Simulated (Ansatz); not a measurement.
A calculation on antifluorite Mg2Sn returned lattice constant a 6.766 Å, bulk modulus 45.4 GPa.

For reference: lattice constant a 6.766 Å (measured, temperature not stated, not corrected to a static lattice; as tabulated in Freccero, Grin, Wagner, Dalton Trans. (2023), ESI).

Task: Which level of theory produced these numbers?
A. BLYP (Ansatz, a quantum-chemistry and plane-wave program)
B. PBE+SOC (Ansatz)
C. HSE06 (Ansatz)
D. LDA (Ansatz)

Result: C, HSE06 (Ansatz)

The others give: LDA 6.663 Å, 46.8 GPa; PBE+SOC 6.815 Å, 40.7 GPa; BLYP 6.883 Å, 36.0 GPa.

Unless a cell is named, each level is at its own relaxed cell (BLYP 27.18, HSE06 25.81, LDA 24.65, PBE+SOC 26.38 Å³/atom).

Ansatz's density-functional and Hartree–Fock values are scalar-relativistic unless marked +SOC, with PAW data made under PBE.
